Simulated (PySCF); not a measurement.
## Relaxation of quartet BO₂

Method: UPBE0 in PySCF with B def2-TZVP, O def2-TZVP; no relativity; density-fitted integrals. A (50,194) grid was used.

A start displaced from a saddle point along its imaginary mode, of C2v symmetry, held to at least that symmetry:

```xyz
3
charge 0 multiplicity 4, angstrom
B    -0.1122   -0.0425    0.0000
O     0.0386    0.0146    1.3829
O     0.0386    0.0146   -1.3829
```

Optimiser trace:
```json
{"step": "0", "E − E(last) (kJ/mol)": "215.73", "largest gradient (Eh/bohr)": "0.09362"}
{"step": "1", "E − E(last) (kJ/mol)": "97.10", "largest gradient (Eh/bohr)": "0.04299"}
{"step": "2", "E − E(last) (kJ/mol)": "44.50", "largest gradient (Eh/bohr)": "0.04603"}
{"step": "3", "E − E(last) (kJ/mol)": "13.99", "largest gradient (Eh/bohr)": "0.02269"}
{"step": "4", "E − E(last) (kJ/mol)": "0.67", "largest gradient (Eh/bohr)": "0.00720"}
{"step": "5", "E − E(last) (kJ/mol)": "0.02", "largest gradient (Eh/bohr)": "0.00219"}
{"step": "6", "E − E(last) (kJ/mol)": "0.01", "largest gradient (Eh/bohr)": "0.00130"}
{"step": "7", "E − E(last) (kJ/mol)": "0.00", "largest gradient (Eh/bohr)": "0.00001"}
```

It ends at C2v with B–O 1.345 Å (×2); O–B–O 98.0°. A frequency run shows a minimum. Other isomers or separated fragments may lie lower.

At this level a doublet minimum of D∞h symmetry lies 415 kJ/mol below this structure.
